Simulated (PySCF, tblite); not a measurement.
# C₃H₇P: deprotonation, part 2 of 2

tblite 0.8.0 and PySCF 2.14.0. Atoms count from 0.

### 14 Relaxing the molecule with GFN2-xTB

This step treats C₃H₆P−, `CC[C-]=P`.

Job settings and geometry (Å):

```
{"job": {"kind": "relax", "xc": "GFN2-xTB", "basis": "xTB"}, "charge": -1, "multiplicity": 1}
C     -1.352800    -0.341400     0.058800
C      0.080600    -0.418800    -0.396800
C      0.851600     0.845200    -0.173000
P      2.172800     1.210300     0.743100
H     -1.906700     0.453200    -0.471800
H     -1.452900    -0.108000     1.129300
H     -1.894600    -1.278400    -0.130900
H      0.138300    -0.679600    -1.443100
H      0.609300    -1.249900     0.163300
H      2.361500    -0.133500     1.291000
```

The program printed:

```text
step      E/eV     max force
  0    -328.66896    2.889
  1    -328.88036    1.847
  2    -328.99616    0.786
  3    -329.02266    0.478
  4    -329.03667    0.289
  5    -329.04271    0.301
  6    -329.04740    0.194
  7    -329.04928    0.104
  8    -329.05022    0.089
  9    -329.05095    0.074
 10    -329.05138    0.049
 11    -329.05164    0.048
 12    -329.05191    0.052
 13    -329.05221    0.058
 14    -329.05247    0.043
 15    -329.05263    0.037
 16    -329.05276    0.034
 17    -329.05289    0.036
 18    -329.05302    0.032
 19    -329.05312    0.026
 20    -329.05319    0.030
 21    -329.05328    0.032
 22    -329.05338    0.035
 23    -329.05347    0.028
 24    -329.05353    0.024
 25    -329.05360    0.027
 26    -329.05369    0.033
 27    -329.05381    0.041
 28    -329.05397    0.040
 29    -329.05416    0.045
 30    -329.05442    0.055
 31    -329.05479    0.060
 32    -329.05537    0.071
 33    -329.05625    0.085
 34    -329.05721    0.120
 35    -329.05815    0.115
 36    -329.05916    0.078
 37    -329.05985    0.114
 38    -329.06041    0.068
 39    -329.06082    0.062
 40    -329.06119    0.059
 41    -329.06153    0.061
 42    -329.06196    0.057
 43    -329.06225    0.042
 44    -329.06238    0.021
 45    -329.06243    0.019
 46    -329.06247    0.018
 47    -329.06253    0.020
 48    -329.06262    0.029
 49    -329.06275    0.027
 50    -329.06286    0.029
 51    -329.06295    0.028
 52    -329.06309    0.035
 53    -329.06329    0.041
 54    -329.06349    0.044
 55    -329.06363    0.030
 56    -329.06371    0.025
 57    -329.06376    0.019
 58    -329.06380    0.013
 59    -329.06383    0.010
 60    -329.06384    0.011
 61    -329.06386    0.010
 62    -329.06389    0.016
 63    -329.06395    0.020
 64    -329.06404    0.020
 65    -329.06413    0.019
 66    -329.06419    0.017
 67    -329.06422    0.012
 68    -329.06424    0.009
```

It took 0.27 s on 1 thread of Intel Xeon at 2.70GHz, shared host.

Relaxation path: (not every step is listed)

| step | energy from step 0 (eV) | largest force (eV/Å) |
| --- | --- | --- |
| 0 | 0.0000 | 2.8894 |
| 1 | -0.2114 | 1.8467 |
| 2 | -0.3272 | 0.7862 |
| 3 | -0.3537 | 0.4782 |
| 4 | -0.3677 | 0.2885 |
| 5 | -0.3737 | 0.3014 |
| 6 | -0.3784 | 0.1944 |
| 7 | -0.3803 | 0.1041 |
| 8 | -0.3813 | 0.0890 |
| 13 | -0.3832 | 0.0583 |
| 18 | -0.3841 | 0.0319 |
| 23 | -0.3845 | 0.0283 |
| 28 | -0.3850 | 0.0403 |
| 33 | -0.3873 | 0.0855 |
| 38 | -0.3914 | 0.0678 |
| 43 | -0.3933 | 0.0425 |
| 48 | -0.3937 | 0.0287 |
| 53 | -0.3943 | 0.0411 |
| 58 | -0.3948 | 0.0129 |
| 63 | -0.3950 | 0.0197 |
| 64 | -0.3951 | 0.0199 |
| 65 | -0.3952 | 0.0188 |
| 66 | -0.3952 | 0.0168 |
| 67 | -0.3953 | 0.0124 |
| 68 | -0.3953 | 0.0095 |

Distances of close pairs at the start and the end, largest changes first:

| bond | before (Å) | after (Å) | change (Å) |
| --- | --- | --- | --- |
| C1–H8 | 1.133 | 1.104 | -0.029 |
| C0–C1 | 1.506 | 1.530 | +0.024 |
| C2–P3 | 1.649 | 1.671 | +0.023 |
| C1–H7 | 1.080 | 1.101 | +0.021 |
| P3–H9 | 1.463 | 1.444 | -0.020 |
| C0–H4 | 1.104 | 1.089 | -0.015 |
| C1–C2 | 1.497 | 1.512 | +0.014 |
| C0–H5 | 1.100 | 1.090 | -0.011 |

The final coordinates are the input of the step that follows.

### 15 Infrared spectrum with GFN2-xTB

Job settings and geometry (Å):

```
{"job": {"kind": "ir", "xc": "GFN2-xTB", "basis": "xTB"}, "charge": -1, "multiplicity": 1}
C     -1.436407    -0.351547     0.001140
C      0.080235    -0.384293    -0.199169
C      0.676989     0.985133     0.031790
P      2.220128     1.113230     0.660650
H     -1.878584     0.419097    -0.628632
H     -1.670158    -0.113629     1.038402
H     -1.896071    -1.313381    -0.245947
H      0.287936    -0.649712    -1.246834
H      0.504817    -1.192327     0.422281
H      2.718309    -0.213463     0.936187
```

The program printed:

```text
mode    cm-1     km/mol
  1      60.4      1.29
  2     200.2      0.47
  3     246.8      2.50
  4     358.1      8.30
  5     543.8      2.65
  6     727.3     37.60
  7     780.9      6.98
  8     881.6      6.92
  9     999.9      1.44
 10    1036.9     14.93
 11    1076.8     24.41
 12    1158.8     40.48
 13    1240.7      3.07
 14    1290.8     45.30
 15    1392.2      2.49
 16    1476.6      3.06
 17    1507.4      0.36
 18    1519.7      0.90
 19    1722.7    774.91
 20    2772.1    114.24
 21    2858.4     95.60
 22    2933.5    176.34
 23    3001.8     75.09
 24    3011.8     52.93
ZPE 196.184  H(298)-E 213.506  G(298)-E 121.253 kJ/mol  S 309.42 J/(mol K)
```

Wall time 0.48 s (1 thread of Intel Xeon at 2.70GHz, shared host).

Which atoms move in the most intense modes:

| cm⁻¹ | km/mol | atoms |
| --- | --- | --- |
| 1159 | 40.5 | C2 66 %, P3 10 % |
| 1291 | 45.3 | H8 44 %, C1 26 %, H7 17 % |
| 1723 | 774.9 | H9 96 % |
| 2772 | 114.2 | H8 90 % |
| 2858 | 95.6 | H7 91 % |
| 2934 | 176.3 | H6 92 % |
| 3002 | 75.1 | H5 66 %, H4 25 % |
| 3012 | 52.9 | H4 68 %, H5 27 % |

### 16 Relaxing the molecule at PBE0-D3(BJ)/def2-SVP

This step treats C3H6P−, `CC[C-]=P`.

Settings changed since step 15:

```diff
@@ -1,2 +1,2 @@
-{"job": {"kind": "ir", "xc": "GFN2-xTB", "basis": "xTB"}, "charge": -1, "multiplicity": 1}
+{"job": {"xc": "PBE0", "basis": "def2-SVP", "d3": "d3bj", "grid": 1, "kind": "geom"}, "charge": -1, "multiplicity": 1}
 C     -1.436407    -0.351547     0.001140
```

The program printed:

```text
step   0  E = -458.73990246  max force = 0.025504
step   1  E = -458.74279903  max force = 0.006184
step   2  E = -458.74310291  max force = 0.001686
step   3  E = -458.74315069  max force = 0.000447
step   4  E = -458.74316227  max force = 0.000273
optimisation converged
```

It took 26 s on 1 thread of Intel Xeon at 2.70GHz, shared host.

Step by step:

| step | energy from step 0 (eV) | largest force component (eV/Å) |
| --- | --- | --- |
| 0 | 0.0000 | 1.3115 |
| 1 | -0.0788 | 0.3180 |
| 2 | -0.0871 | 0.0867 |
| 3 | -0.0884 | 0.0230 |
| 4 | -0.0887 | 0.0140 |

Close pairs (by a distance rule), those that changed most:

| bond | before (Å) | after (Å) | change (Å) |
| --- | --- | --- | --- |
| P3–H9 | 1.444 | 1.510 | +0.066 |
| C1–H8 | 1.104 | 1.125 | +0.021 |
| C1–C2 | 1.512 | 1.496 | -0.016 |
| C0–H5 | 1.090 | 1.103 | +0.014 |
| C0–H4 | 1.089 | 1.102 | +0.013 |
| C0–H6 | 1.094 | 1.107 | +0.012 |
| C1–H7 | 1.101 | 1.111 | +0.010 |
| C2–P3 | 1.671 | 1.668 | -0.004 |

The final coordinates are the input of the step that follows.

| at the end point | value |
| --- | --- |
| point group (found at 0.08 Å tolerance) | C1 |
| rotational constants (GHz, main isotopes) | 23.647, 2.628, 2.594 |

### 17 Single point (C₃H₆P−, CC[C-]=P): M06-2X/ma-def2-TZVP

Geometry: PBE0-D3(BJ)/def2-SVP.

Job settings and geometry (Å):

```
{"job": {"kind": "sp", "xc": "M06-2X", "basis": "ma-def2-TZVP", "grid": 3}, "charge": -1, "multiplicity": 1}
C     -1.380563    -0.371823    -0.017158
C      0.118435    -0.346622    -0.321784
C      0.735098     0.991715    -0.066278
P      2.113998     1.151420     0.857838
H     -1.899487     0.416354    -0.586946
H     -1.553369    -0.160953     1.051742
H     -1.844125    -1.349773    -0.248497
H      0.240274    -0.578087    -1.401448
H      0.606406    -1.201257     0.223103
H      2.471654    -0.253922     1.279208
```

The program printed:

```text
coarse grid: 36784 points
cycle   1  E = -459.1225301745  dE =  2.444e-01  |g| = 4.316e-01  |ddm| = 2.429e+00
cycle   2  E = -459.0511719490  dE =  7.136e-02  |g| = 6.534e-01  |ddm| = 6.476e+00
cycle   3  E = -459.1865392848  dE = -1.354e-01  |g| = 1.141e-01  |ddm| = 4.715e+00
cycle   4  E = -459.1900721161  dE = -3.533e-03  |g| = 3.704e-02  |ddm| = 2.837e-01
cycle   5  E = -459.1904888508  dE = -4.167e-04  |g| = 4.279e-03  |ddm| = 1.646e-01
cycle   6  E = -459.1904990184  dE = -1.017e-05  |g| = 1.356e-03  |ddm| = 5.806e-02
cycle   7  E = -459.1905003230  dE = -1.305e-06  |g| = 7.220e-04  |ddm| = 2.044e-02
final grid: 120384 points
cycle   8  E = -459.1908809558  dE = -6.116e-06  |g| = 1.302e-03  |ddm| = 2.041e-02
cycle   9  E = -459.1908811013  dE = -1.455e-07  |g| = 9.392e-04  |ddm| = 7.113e-03
cycle  10  E = -459.1908812913  dE = -1.900e-07  |g| = 3.586e-04  |ddm| = 3.184e-03
cycle  11  E = -459.1908813238  dE = -3.250e-08  |g| = 1.520e-04  |ddm| = 8.232e-04
cycle  12  E = -459.1908813304  dE = -6.654e-09  |g| = 2.851e-05  |ddm| = 6.368e-04
converged SCF energy = -459.1908813304
```

Run time: 31 s. Hardware: 1 thread of Intel Xeon at 2.70GHz, shared host.

### 18 Single point (C₃H₆P−, CC[C-]=P): M06-2X/ma-def2-TZVP in acetone

Geometry: PBE0-D3(BJ)/def2-SVP.

Settings changed since step 17:

```diff
@@ -1,2 +1,2 @@
-{"job": {"kind": "sp", "xc": "M06-2X", "basis": "ma-def2-TZVP", "grid": 3}, "charge": -1, "multiplicity": 1}
+{"job": {"kind": "sp", "xc": "M06-2X", "basis": "ma-def2-TZVP", "grid": 3, "solvent": "acetone"}, "charge": -1, "multiplicity": 1}
 C     -1.380563    -0.371823    -0.017158
```

The program printed:

```text
final grid: 120384 points
cycle   1  E = -459.2782150025  dE = -3.870e-03  |g| = 4.426e-02  |ddm| = 1.447e+00
cycle   2  E = -459.2781043345  dE =  1.107e-04  |g| = 5.668e-02  |ddm| = 1.979e-01
cycle   3  E = -459.2789987603  dE = -8.944e-04  |g| = 7.276e-03  |ddm| = 1.071e-01
cycle   4  E = -459.2790217145  dE = -2.295e-05  |g| = 3.182e-03  |ddm| = 4.062e-02
cycle   5  E = -459.2790276025  dE = -5.888e-06  |g| = 6.735e-04  |ddm| = 2.561e-02
cycle   6  E = -459.2790279107  dE = -3.082e-07  |g| = 2.696e-04  |ddm| = 4.887e-03
cycle   7  E = -459.2790279515  dE = -4.082e-08  |g| = 1.066e-04  |ddm| = 1.197e-03
cycle   8  E = -459.2790279600  dE = -8.500e-09  |g| = 2.371e-05  |ddm| = 6.584e-04
converged SCF energy = -459.2790279600
```

Wall time 28 s (1 thread of Intel Xeon at 2.70GHz, shared host).

### 19 Single point (C₃H₆P−, CC[C-]=P): M06-2X/ma-def2-TZVP in 1,4-dioxane

Geometry: PBE0-D3(BJ)/def2-SVP.

Settings changed since step 18:

```diff
@@ -1,2 +1,2 @@
-{"job": {"kind": "sp", "xc": "M06-2X", "basis": "ma-def2-TZVP", "grid": 3, "solvent": "acetone"}, "charge": -1, "multiplicity": 1}
+{"job": {"kind": "sp", "xc": "M06-2X", "basis": "ma-def2-TZVP", "grid": 3, "solvent": "1,4-dioxane"}, "charge": -1, "multiplicity": 1}
 C     -1.380563    -0.371823    -0.017158
```

The program printed:

```text
final grid: 120384 points
cycle   1  E = -459.2390066980  dE = -9.695e-04  |g| = 2.552e-02  |ddm| = 9.216e-01
cycle   2  E = -459.2388897491  dE =  1.169e-04  |g| = 3.466e-02  |ddm| = 1.056e-01
cycle   3  E = -459.2392296951  dE = -3.399e-04  |g| = 4.735e-03  |ddm| = 7.905e-02
cycle   4  E = -459.2392365905  dE = -6.895e-06  |g| = 1.216e-03  |ddm| = 1.902e-02
cycle   5  E = -459.2392372880  dE = -6.975e-07  |g| = 3.384e-04  |ddm| = 1.077e-02
cycle   6  E = -459.2392373437  dE = -5.575e-08  |g| = 1.335e-04  |ddm| = 2.504e-03
cycle   7  E = -459.2392373522  dE = -8.514e-09  |g| = 3.696e-05  |ddm| = 6.054e-04
converged SCF energy = -459.2392373522
```

It took 26 s on 1 thread of Intel Xeon at 2.70GHz, shared host.

### 20 Deprotonation: M06-2X/ma-def2-TZVP

This step combines the energies above: geometries from PBE0-D3(BJ)/def2-SVP, zero-point and thermal terms from GFN2-xTB.

Job settings and geometry (Å):

```
{"job": {"kind": "ac", "geom": {"xc": "PBE0", "basis": "def2-SVP", "d3": "d3bj", "grid": 1}, "level": {"xc": "M06-2X", "basis": "ma-def2-TZVP", "grid": 3, "solvents": ["acetone", "1,4-dioxane"]}}, "charge": 0, "multiplicity": 1}
C     -1.369032    -0.335269     0.064130
C      0.091358    -0.427431    -0.373790
C      0.834140     0.852855    -0.176154
P      2.175335     1.195645     0.763673
H     -1.903485     0.457016    -0.483179
H     -1.441921    -0.106301     1.138073
H     -1.895031    -1.284179    -0.119929
H      0.126857    -0.688639    -1.448076
H      0.600314    -1.243083     0.164521
H      0.420837     1.712234    -0.726258
H      2.370893    -0.130817     1.285654
```

Output (the driver's rows laid out field by field):

```text
deprotonation site by site, M06-2X/ma-def2-TZVP // PBE0-D3(BJ)/def2-SVP

row 1
  formula                 C3H6P
  charge                  -1
  multiplicity            1
  smiles                  C[CH-]C=P
  kept                    yes
  pieces                  1
  point_group             Cs
  atom                    1
  element                 C
  electronic              1526.76
  enthalpy                1498.09
  free_energy             1466.12
  solution                acetone 1240.62, 1,4-dioxane 1342.16
  share_gas               1.0
  share_solution          acetone 1.0, 1,4-dioxane 1.0

row 2
  formula                 C3H6P
  charge                  -1
  multiplicity            1
  smiles                  CCC=[P-]
  kept                    yes
  pieces                  1
  point_group             C1
  atom                    3
  element                 P
  electronic              1562.16
  enthalpy                1542.27
  free_energy             1510.87
  solution                acetone 1278.34, 1,4-dioxane 1384.41
  share_gas               1.446e-08
  share_solution          acetone 2.465e-07, 1,4-dioxane 3.964e-08

row 3
  formula                 C3H6P
  charge                  -1
  multiplicity            1
  smiles                  CC[C-]=P
  kept                    yes
  pieces                  1
  point_group             C1
  atom                    2
  element                 C
  electronic              1649.53
  enthalpy                1617.19
  free_energy             1584.55
  solution                acetone 1360.1, 1,4-dioxane 1460.68
  share_gas               1.786e-21
  share_solution          acetone 1.17e-21, 1,4-dioxane 1.723e-21
```

Wall time 6.8 min (1 thread of Intel Xeon at 2.70GHz, shared host).

Some single points behind these values are not shown above.

Energy needed to remove a proton (kJ/mol, gas phase, 298 K for the thermal columns):

| site | product | electronic | enthalpy | free energy |
| --- | --- | --- | --- | --- |
| C1 | C[CH-]C=P | 1526.8 | 1498.1 | 1466.1 |
| P3 | CCC=[P-] | 1562.2 | 1542.3 | 1510.9 |
| C2 | CC[C-]=P | 1649.5 | 1617.2 | 1584.5 |

Free energies in a continuum (kJ/mol, same sign; the bare proton is left unsolvated, so these are no solution acidities or basicities): 1,4-dioxane: C1 1342.2, P3 1384.4, C2 1460.7; acetone: C1 1240.6, P3 1278.3, C2 1360.1.

### 21 Results

This closing draws on all 2 parts.

| quantity | value |
| --- | --- |
| strongest single infrared mode (GFN2-xTB) | 2201 cm⁻¹, 212 km/mol |
| zero-point energy (GFN2-xTB) | 56.1 kcal/mol |
| point group | C1 |
| rotational constants (main isotopes) | 20.70, 2.55, 2.54 GHz |
| ΔH of deprotonation, C1 (M06-2X/ma-def2-TZVP) | 1498.1 kJ/mol |
| ΔH of deprotonation, P3 (M06-2X/ma-def2-TZVP) | 1542.3 kJ/mol |
| ΔH of deprotonation, C2 (M06-2X/ma-def2-TZVP) | 1617.2 kJ/mol |

**Reading.** All 27 modes are real, so the xTB geometry is a minimum. The strongest single mode, at 2201 cm⁻¹, moves mainly H10. GFN2-xTB is a fitted tight-binding method: band positions and strengths are rough. Its intensities can rank the bands wrongly. Over 3 steps the energy fell by 0.038 eV; of the close pairs, P3–H10 changed most, 1.406 to 1.439 Å (PBE0/def2-SVP). No frequency check was run at this level, so the end point may be a saddle. At M06-2X/ma-def2-TZVP the ΔH of deprotonation runs from 1498.1 kJ/mol (C1) to 1617.2 kJ/mol (C2).
